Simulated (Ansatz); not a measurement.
Born–Oppenheimer molecular dynamics of CH$_{7}$AlS (10 atoms, charge 0, multiplicity 1). It starts at the highest image of a converged band, a first-order saddle point between two minima.

The calculation used Ansatz 0.2.0, RKS PBE0/def2-SVP.

```yaml
ensemble: NVE (velocity Verlet)
time_step: 0.5 fs
steps_asked: 200
starting_velocities_drawn_for: 100 K
seed: 3400
```

First frame:

```xyz
10
Properties=species:S:1:pos:R:3
Al 0.140 -0.340 0.121
C -0.055 -0.088 2.187
H -0.946 -0.348 2.781
H 0.845 -0.276 2.793
H -0.120 1.010 2.047
H 1.647 -0.083 -0.301
H -1.152 0.179 -0.644
S -0.127 -2.728 0.530
H -1.472 -2.699 0.387
H -0.153 -1.517 1.544
```

**Question.** How far do the bonds stretch over the last three quarters of this one trajectory? (Pairs bonded in most of those frames.)

**Answer.** 
| bond | mean (Å) | spread (Å) | shortest | longest |
| --- | --- | --- | --- | --- |
| Al1–H6 | 1.587 | 0.008 | 1.57 | 1.60 |
| Al1–H7 | 1.588 | 0.022 | 1.56 | 1.62 |
| Al1–S8 | 2.214 | 0.084 | 2.08 | 2.35 |
| C2–H3 | 1.102 | 0.023 | 1.05 | 1.15 |
| C2–H4 | 1.102 | 0.028 | 1.05 | 1.17 |
| C2–H5 | 1.105 | 0.017 | 1.07 | 1.14 |
| C2–H10 | 1.114 | 0.070 | 1.00 | 1.23 |
| S8–H9 | 1.352 | 0.003 | 1.35 | 1.36 |

Mean temperature of the second half: 1176 K. The conserved energy stayed within 0.32 meV per atom of its start (net change -0.09 meV per atom), so the integration is sound. The kinetic energy rose, since the run started high on the potential surface and went downhill. It ends in pieces (AlH3S + CH4), so much of that is their flight and rotation, not heat. A run of 0.1 ps of so small a system gives no equilibrium averages. The orbitals stay closed-shell, which can raise the energy where a bond breaks towards radicals; this wasn't checked here.

Time of the run: 4.5 min on 2 threads of Arm Neoverse V2, with other jobs on the host, peak memory 0.16 GiB.
